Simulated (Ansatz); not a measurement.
## Scan of [GeH₃···H···CH₂], triplet

Starting geometry:

| atom | x (Å) | y (Å) | z (Å) |
| --- | --- | --- | --- |
| Ge | -0.4780 | 0.0000 | 0.0000 |
| H | -0.9894 | 1.4466 | 0.0000 |
| H | -0.9894 | -0.7233 | 1.2528 |
| H | -0.9894 | -0.7233 | -1.2528 |
| H | 1.0564 | 0.0000 | 0.0000 |
| C | 2.5530 | 0.0000 | 0.0000 |
| H | 2.9675 | 0.0000 | 0.9962 |
| H | 2.9675 | 0.0000 | -0.9962 |

From there H5 is moved from one fragment to the other while all else, the fragments' distance too, stays fixed; atoms are numbered as listed. Energies are in eV, counted from the starting geometry at the same level.

Basis cc-pVDZ; Ansatz 0.2.0. Only valence electrons are correlated (noble-gas cores and the filled d shells of p-block atoms frozen). R marks a restricted (for open shells ROHF) determinant, U an unrestricted one. No spin–orbit coupling is included, and no scalar relativity.

Full CI isn't at hand for all of this; UCCSDT(Q) serves as the reference, and is uncertain by about the last step of the cluster series.

| distance Ge1-H5 (Å) | UHF |
| --- | --- |
| 1.534 | 0.000 |
| 1.592 | -0.044 |
| 1.709 | -0.191 |
| 1.825 | -0.440 |
| 1.941 | -0.622 |

**Question.** Estimate the UCCSDT(Q) curve in cc-pVDZ from this one, knowing how UHF errs.

**Answer.** The computed UCCSDT(Q) values, in eV from the starting point, and the error of UHF against them:
| distance Ge1-H5 (Å) | UCCSDT(Q) | UHF less UCCSDT(Q) |
| --- | --- | --- |
| 1.534 | 0.000 | 0.000 |
| 1.592 | -0.103 | 0.059 |
| 1.709 | -0.334 | 0.143 |
| 1.825 | -0.589 | 0.149 |
| 1.941 | -0.712 | 0.090 |

The error spans 0.149 eV and is largest, 0.149 eV, at 1.825 Å.
